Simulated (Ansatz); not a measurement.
# BH2 (doublet): the correlation ladder at scale of all distances = 1.139, aug-cc-pVDZ

How much of the correlation energy of BH2 (doublet) does each wave-function method recover here?

The runs use Ansatz 0.2.0, Gaussian basis; aug-cc-pVDZ, core rule «outside noble gas», up to 1 orbitals frozen.

To be run: UHF; CCSD(T) on ROHF; CCSD(T) on UHF; BCCD(T) on ROHF; CISD; CCSDT(Q) on ROHF; CCSDT(Q) on UHF; CASSCF and MRCISD+Q, 3 electrons in 3 orbitals; CASSCF and NEVPT2, 3 electrons in 3 orbitals; CASSCF and MRCISD+Q, 5 electrons in 6 orbitals; CASSCF and NEVPT2, 5 electrons in 6 orbitals; Full CI.

11 further runs of the same task are left out: 7 that didn't finish, 4 set aside as unsound or not needed.

## (1) The geometry

The geometry derives from a PBE0/def2-TZVP stationary point (not a proven minimum). All distances are scaled together.

3 atoms, charge 0, spin multiplicity 2.

Atoms are counted from 1 here; the program's logs count them from 0.

Bond lengths: B1–H2 1.357 Å, B1–H3 1.357 Å. Angles: H2–B1–H3 129.4°.

## (2) UHF

Contents of in.yaml:

```yaml
crystal:
  periodic: [false, false, false]
  atoms:
    - {symbol: B, position_ang: [0.000000, -0.091127, 0.000000]}
    - {symbol: H, position_ang: [0.000000, 0.488707, -1.226712]}
    - {symbol: H, position_ang: [0.000000, 0.488707, 1.226712]}
basis:
  gaussian: {orbitals: aug-cc-pVDZ}
magnetization: {spin_polarized: true, initial_magnetization: 1}
hamiltonian: {xc: hf}
output: {orbitals: {seedname: orbitals}}
```

On the command line:

```bash
> ansatz run in.yaml --threads 1 --pin off --events-out ev --progress --plain --max-ram 2393MiB
```

The runs that follow: CCSD(T) on ROHF; CCSD(T) on UHF; BCCD(T) on ROHF; CISD; CCSDT(Q) on ROHF; CCSDT(Q) on UHF; CASSCF and MRCISD+Q, 3 electrons in 3 orbitals; CASSCF and NEVPT2, 3 electrons in 3 orbitals; CASSCF and MRCISD+Q, 5 electrons in 6 orbitals; CASSCF and NEVPT2, 5 electrons in 6 orbitals; Full CI.

**Question.** What will the summary of the whole plan be? Wanted: FCI below the RHF energy; RMP2 from FCI; UMP2 from FCI; RCCSD from FCI; RCCSD(T) from FCI; UCCSD(T) from FCI; RCCSDT(Q) from FCI; UCCSDT(Q) from FCI; NEVPT2 pair from FCI.

The runs gave:

| quantity | value |
| --- | --- |
| FCI below the RHF energy | -2.6210 eV |
| RMP2 from FCI | +64.0 kJ/mol |
| UMP2 from FCI | +63.6 kJ/mol |
| RCCSD from FCI | +6.1 kJ/mol |
| RCCSD(T) from FCI | +1.6 kJ/mol |
| UCCSD(T) from FCI | +1.6 kJ/mol |
| RCCSDT(Q) from FCI | 0.0 kJ/mol |
| UCCSDT(Q) from FCI | 0.0 kJ/mol |
| NEVPT2 pair from FCI | +62.3 kJ/mol |
| MRCISD+Q pair from FCI | -1.0 kJ/mol |
| NEVPT2 valence from FCI | +43.1 kJ/mol |
| levels within 1 kcal/mol (43 meV) | RCCSD(T), UCCSD(T), BCCD(T), RCCSDT, UCCSDT, RCCSDT(Q), UCCSDT(Q), MRCISD+Q pair, MRCISD+Q valence |
| T1 diagnostic | 0.017 |
| effectively unpaired electrons | 1.03 |

In words: RCCSD(T) lands +1.6 kJ/mol from the yardstick (0.6 % of the correlation energy). MRCISD+Q pair falls below full CI: the +Q correction isn't variational, and the cores differ from full CI's. One determinant dominates. Of the multireference levels listed MRCISD+Q valence comes nearest in total energy (+0.1 kJ/mol), which doesn't show that its space is the better one. These misses are within one basis, not against nature; the frozen cores of restricted and unrestricted runs differ, which can shift their rows.
